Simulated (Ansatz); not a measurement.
# C2H4F2O: up Jacob's ladder to CCSD(T)

An exercise on one series of results from a longer session: the logs are not shown, and one member is left open.

Method: functionals in def2-TZVPP, the program's frozen cores in correlated methods; program: Ansatz 0.2.0, Gaussian basis.

Levels to be run: LDA (SPW92), PBE-D4, revPBE-D4, BLYP-D4, r2SCAN-D4, B97M-V, PBE0-D4, B3LYP-D4, r2SCANh-D4, r2SCAN0-D4, HSE06-D4, BHLYP-D4, CAM-B3LYP-D4, LC-ωPBE, ωB97X-V, ωB97M-V, B2PLYP, PBE-QIDH; CCSD(T)/def2-SVP; CCSD(T)/def2-TZVPP; CCSD(T)/def2-QZVPP; extrapolation to the limit; RPA on PBE.

### The relaxed structure

The geometry comes from an earlier relaxation with PBE0-D4 in a triple-zeta def2 set; it is a stationary point, not always the lowest conformer.

SMILES `COC(F)F`, 9 atoms, charge 0, spin multiplicity 1.

Atoms are counted from 1 here; the program's logs count them from 0.

Bond lengths: C1–O2 1.417 Å, C1–H6 1.096 Å, C1–H7 1.088 Å, C1–H8 1.093 Å, O2–C3 1.350 Å, C3–F4 1.360 Å, C3–F5 1.336 Å, C3–H9 1.099 Å. Angles: O2–C1–H6 110.9°, O2–C1–H7 106.4°, O2–C1–H8 111.2°, H6–C1–H7 109.2°, H6–C1–H8 109.5°, H7–C1–H8 109.6°, C1–O2–C3 113.9°, O2–C3–F4 111.2°, O2–C3–F5 107.5°, O2–C3–H9 113.6°, F4–C3–F5 107.4°, F4–C3–H9 107.3°, F5–C3–H9 109.7°.

Set-up of the first run:

The input, in.yaml:

```yaml
crystal:
  periodic: [false, false, false]
  atoms:
    - {symbol: C, position_ang: [-0.559958, -0.363917, -0.987858]}
    - {symbol: O, position_ang: [0.678696, 0.036239, -0.429016]}
    - {symbol: C, position_ang: [0.604600, 0.382107, 0.873319]}
    - {symbol: F, position_ang: [0.382177, -0.706277, 1.658719]}
    - {symbol: F, position_ang: [1.789292, 0.891610, 1.222877]}
    - {symbol: H, position_ang: [-1.321640, 0.411911, -0.848390]}
    - {symbol: H, position_ang: [-0.385867, -0.506892, -2.051931]}
    - {symbol: H, position_ang: [-0.908662, -1.299990, -0.545191]}
    - {symbol: H, position_ang: [-0.190238, 1.108907, 1.090472]}
basis:
  gaussian: {orbitals: def2-TZVPP}
hamiltonian: {xc: lda}
output: {orbitals: {seedname: orbitals}}
```

Run with:

```console
$ ansatz run in.yaml --threads 2 --pin off --events-out ev --progress --plain --max-ram 22528MiB --backend cpu
```

Among the steps run: LDA; PBE-D4 (GGA); revPBE-D4 (GGA); BLYP-D4 (GGA); r2SCAN-D4 (meta-GGA); B97M-V (meta-GGA); B3LYP-D4 (hybrid); r2SCANh-D4 (hybrid); r2SCAN0-D4 (hybrid); HSE06-D4 (hybrid); BHLYP-D4 (hybrid); CAM-B3LYP-D4 (range-separated); LC-ωPBE (range-separated); ωB97X-V (range-separated); ωB97M-V (range-separated); B2PLYP (double hybrid); PBE-QIDH (double hybrid).

One table of the session follows, with a row left open; its other results are not shown here.

It belongs to the step «Frontier levels by functional». 

| functional | HOMO (eV) | LUMO (eV) | gap (eV) |
| --- | --- | --- | --- |
| LDA (SPW92) | -7.40 | 0.40 | 7.80 |
| PBE-D4 | -7.24 | 0.57 | 7.81 |
| revPBE-D4 | -7.18 | 0.64 | 7.82 |
| BLYP-D4 | -7.18 | 0.51 | 7.69 |
| r2SCAN-D4 | -7.61 | 1.38 | 8.99 |
| B97M-V | -7.77 | 0.73 | 8.50 |
| PBE0-D4 | -8.93 | 1.37 | 10.30 |
| B3LYP-D4 | -8.70 | 0.99 | 9.68 |
| r2SCANh-D4 | -8.24 | 1.62 | 9.86 |
| r2SCAN0-D4 | ? | ? | ? |
| HSE06-D4 | -8.52 | 1.00 | 9.52 |
| BHLYP-D4 | -10.60 | 1.92 | 12.52 |
| CAM-B3LYP-D4 | -10.44 | 2.10 | 12.54 |
| LC-ωPBE | -11.76 | 3.45 | 15.20 |
| ωB97X-V | -11.44 | 3.26 | 14.69 |
| ωB97M-V | -11.37 | 2.83 | 14.20 |

Estimate the missing values for r2SCAN0-D4.

Worked estimate for «HOMO (eV)». Against the share of exact exchange, r2SCAN-D4 (0, -7.61), r2SCANh-D4 (0.1, -8.24) give a slope of -6.30 per unit share; at 0.25 the line stands at -9.18.

The run gave: HOMO (eV): -9.20; LUMO (eV): 1.94; gap (eV): 11.14. In «HOMO (eV)» the line misses by +0.02.
